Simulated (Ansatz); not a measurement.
**A computed series for InP: pressure series**

Take InP in the zinc blende structure (space group F-43m, No. 216) as the base.

```
InP
1.0
    0.00000     2.97976     2.97976
    2.97976     0.00000     2.97976
    2.97976     2.97976     0.00000
In P
1 1
Direct
  0.00000   0.00000   0.00000
  0.25000   0.25000   0.25000
```

Cell and atoms are relaxed at each pressure.

All numbers come from PBE (Ansatz, an electronic-structure program; PAW; 420 eV plane waves; no spin-orbit coupling).

```
P (GPa)  V (Å³/atom)
-------  -----------
-2.00         27.448
-1.00         26.926
0.89          26.075
2.09          25.609
4.50          24.792
8.99          23.570
14.99         22.319
22.48         21.120
29.99         20.172
```

Question: Fit a third-order Birch–Murnaghan equation of state.

Answer: Least squares on P(V) = (3B₀/2)[(V₀/V)^(7/3) − (V₀/V)^(5/3)]·[1 + (3/4)(B₀′ − 4)((V₀/V)^(2/3) − 1)] gives V₀ = 26.46 Å³/atom, B₀ = 60 GPa and B₀′ = 4.5.

Measured bulk modulus of InP: 72 GPa (static lattice; corrected from measurement; as listed in Daniel Mejia-Rodriguez, S. B. Trickey, Phys. Rev. B (2018)); the computed value is 17 % below it.

Between the base and pressure 4.5 GPa the gap moves from 0.44 eV to 0.80 eV, a mean slope of 79 meV/GPa.

Load acts through the strain it causes; cell and atoms are relaxed under it. Stability against distortions was not tested. Measured, InP leaves this structure (for rock salt) near 9.8 GPa (temperature not stated; as listed in Datta, Sujoy, Jana, Debnarayan, arXiv (2020)).
